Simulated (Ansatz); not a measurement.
How methods differ on BNH2O (SMILES BN=O)

BNH2O: 5 atoms, total charge 0, spin state singlet. SMILES: `BN=O`. The shape is that of a GFN2-xTB optimisation.

```xyz
5

B    -0.3033    0.3847   -0.2065
N     0.4352   -0.5521    0.2969
O     1.1137   -1.4154    0.7602
H    -1.1589    0.0919   -0.9415
H    -0.0867    1.4908    0.0908
```

Quantity: the energy change with the B1–N2 bond stretched from 1.295 to 1.942 Å, in eV. The values are calculated.

```tsv
level	kind	program	value (eV)	less FCI/STO-3G	CPU time (all runs)
SVWN5/STO-3G (restricted)	LDA	Ansatz	3.70	+0.64	1.3 s
BLYP/STO-3G (restricted)	GGA	Ansatz	3.05	-0.01	2 s
revPBE/STO-3G (restricted)	GGA	Ansatz	3.16	+0.10	2 s
r2SCAN/STO-3G (restricted)	meta-GGA	Ansatz	3.51	+0.45	4.9 s
PBE0/STO-3G (restricted)	global hybrid	Ansatz	3.72	+0.66	2 s
wB97M-V/STO-3G (restricted)	range-separated hybrid	Ansatz	3.76	+0.70	32 s
MP2/STO-3G (restricted)	perturbation theory	Ansatz	3.96	+0.90	0.25 s
CCSD(T)/STO-3G (restricted)	coupled cluster or CI	Ansatz	2.65	-0.41	0.33 s
FCI/STO-3G	exact in the basis	Ansatz	3.06	0.00	2.8 min
```

FCI/STO-3G is exact within its basis and frozen core, so for wave-function methods in that basis the difference is their error; functionals converge differently with the basis, so for them it is only a difference. The first shape isn't each level's own minimum. The values span 2.65 to 3.96 eV. All rows use very small basis sets, so none should be taken for the real molecule's value. CPU times are rough (shared hosts, several kinds of processor and program).
